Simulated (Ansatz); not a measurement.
Osmium, hcp: convergence with Fermi-Dirac smearing

Computed with Ansatz, PBE, scalar-relativistic PAW, on the relaxed cell (a = 2.756 Å, c = 4.343 Å (c/a = 1.576); spin not included). Errors count from a run at 420 eV on a Γ-centred 21×21×12 mesh with Fermi-Dirac smearing of 0.1 eV, extrapolated to zero width. Fixed here: cutoff 420 eV, mesh 13×13×7. The SCF starts from atomic densities corrected by a trained network.

| width (eV) | E(σ→0) error (meV/atom) | F error (meV/atom) | P (GPa) | SCF iterations |
| --- | --- | --- | --- | --- |
| 0.01 | -1.0 | -1.2 | -0.25 | 6 |
| 0.03 | -1.3 | -2.1 | -0.25 | 6 |
| 0.1 | -0.7 | -10.6 | -0.04 | 6 |
| 0.2 | 0.7 | -41.5 | 0.56 | 6 |
| 0.3 | 4.7 | -95.8 | 1.62 | 6 |
| 0.6 | 47.9 | -431.5 | 8.64 | 6 |
| 1.0 | 94.1 | -1325.2 | 24.80 | 6 |
